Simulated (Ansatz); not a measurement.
A nudged elastic band was laid between two geometries of C2H8FN3 (14 atoms, charge 0, multiplicity 1).

All numbers below come from RKS PBE0/6-31G* in Ansatz 0.2.0.

- movable images: 9
- climbing image: yes
- spring: 5.0 eV/Å²
- optimiser: quadratic models (default)
- start path: IDPP
- force threshold: 0.05 eV/Å
- iteration limit: 38
- end points: relaxed

Image 0:

```xyz
14
Properties=species:S:1:pos:R:3
N -0.824 -1.266 -0.327
C 0.172 -0.458 0.352
N 1.476 -1.101 0.348
N 0.374 0.827 -0.274
C -0.747 1.693 -0.322
F -0.755 2.543 0.776
H -1.142 -2.026 0.270
H -0.393 -1.688 -1.148
H -0.231 -0.256 1.358
H 2.148 -0.501 0.821
H 1.435 -1.978 0.860
H 0.860 0.726 -1.157
H -1.698 1.145 -0.305
H -0.690 2.311 -1.224
```

Image 10:

```xyz
14
Properties=species:S:1:pos:R:3
N -0.882 -1.203 -0.042
C 0.188 -0.390 0.492
N 1.480 -1.067 0.455
N 0.395 0.840 -0.241
C -0.725 1.652 -0.522
F -1.519 1.182 -1.565
H -1.024 -2.028 0.535
H -0.629 -1.518 -0.976
H -0.130 -0.111 1.512
H 2.181 -0.484 0.908
H 1.427 -1.934 0.982
H 0.962 0.659 -1.064
H -0.385 2.650 -0.820
H -1.351 1.722 0.373
```

(1) Which bonds break or form, and what moves?

(2) Give the energies along the band, and the barrier.

(3) What is the geometry of the highest image?

(4) What are the harmonic wavenumbers there?

## Answers

(1) No bond is made or broken. The dihedral H12–N4–C5–F6 goes from -136 to 53°.

(2) The forces met the threshold. The highest image is number 5 of 0 to 10, 32.0 kJ/mol above the first end and 36.3 kJ/mol above the last; the last end lies 4.3 kJ/mol below the first. A vibrational analysis at the climbing image gives one clearly imaginary mode, 210i cm⁻¹: a first-order saddle point.

```
image  path coordinate (Å)  energy (kJ/mol)  dihedral H12–N4–C5–F6 (°)
    0                 0.00              0.0                       -136
    1                 0.53              1.0                       -154
    2                 1.07              5.3                       -171
    3                 1.60             14.6                        171
    4                 2.14             26.4                        152
    5                 2.67             32.0                        131
    6                 3.40             22.0                        104
    7                 4.13              6.0                         80
    8                 4.86             -0.2                         68
    9                 5.59             -3.0                         61
   10                 6.32             -4.3                         53
```

(3) 
```xyz
14
Properties=species:S:1:pos:R:3
N -0.808 -1.313 0.196
C 0.275 -0.359 0.378
N 1.562 -1.025 0.230
N 0.284 0.697 -0.614
C -0.796 1.663 -0.554
F -1.552 1.520 0.586
H -1.062 -1.751 1.077
H -0.482 -2.048 -0.428
H 0.123 0.118 1.354
H 2.307 -0.336 0.294
H 1.693 -1.695 0.984
H 0.298 0.248 -1.525
H -1.465 1.567 -1.419
H -0.390 2.684 -0.530
```

(4) 210i, 110, 170, 226, 347, 370, 460, 527, 653, 784, 854, 907, 971, 1032, 1108, 1121, 1144, 1194, 1273, 1287, 1309, 1373, 1454, 1480, 1533, 1574, 1673, 1691, 3046, 3076, 3086, 3504, 3519, 3556, 3611, 3618 cm⁻¹.

Time of the run: 7.5 min on 2 threads of Arm Neoverse N1 (shared host), peak memory 0.26 GiB.
